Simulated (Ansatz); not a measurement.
Abridged output of a molecular run in Ansatz:

```
Functional definition: HF
478 factors; integrals over basis functions are off by at most 1.4e-3 eV
mean field evaluation 1: about -25005.6345 eV, gradient 1.3e1 eV
mean field evaluation 2: about -25005.8316 eV, gradient 1.4e1 eV
mean field evaluation 4: about -25006.2914 eV, gradient 8.8e-1 eV
mean field evaluation 8: about -25006.3026 eV, gradient 6.1e-6 eV
mean field -25006.30255880 eV, -918.9646691551 hartree, gradient 8.0e-6 eV, S^2 0.000000; 0 other end points of the search recorded, 0 dependent functions left out
10 core orbitals not correlated: weight in the atoms' cores, before any rotation towards them, 1.000 or more for the frozen orbitals, at most 0.000 for the correlated occupied ones
reference -25006.30255880 eV, -918.9646691551 hartree; 7, 7 occupied and 29, 29 virtual orbitals, 478 factors
second order -7.51898140 eV of doubles, -0.00000000 eV of singles
cycle   1  -8.07328338 eV  change   -5.5e-1 eV  update   5.3e-2
cycle   2  -8.27077722 eV  change   -2.0e-1 eV  update   1.7e-2
cycle   3  -8.28905954 eV  change   -1.8e-2 eV  update   4.7e-3
cycle   4  -8.28923677 eV  change   -1.8e-4 eV  update   1.4e-3
cycle   5  -8.28909607 eV  change    1.4e-4 eV  update   4.3e-4
cycle   6  -8.28905043 eV  change    4.6e-5 eV  update   1.4e-4
cycle   7  -8.28907649 eV  change   -2.6e-5 eV  update   3.8e-5
cycle   8  -8.28908152 eV  change   -5.0e-6 eV  update   8.2e-6
perturbative correction -0.19596467 eV, -0.0072015687 hartree
Total energy: -25014.78760498 eV, -919.2764888510 hartree
```

Its atoms:

Z-matrix (Å, degrees):
```
Cl
Cl 1 1.982
```

Problem. Which basis set was used?
A. cc-pV(D+d)Z
B. def2-TZVPPD
C. def2-QZVPP
D. def2-TZVPP

Solution. A. It gives 46 functions.

Problem. Write the keys of the input that set method, charge and spin (a neutral closed shell needs none for the last two).

Solution. 
```yaml
correlation: {method: ccsd_t}
```
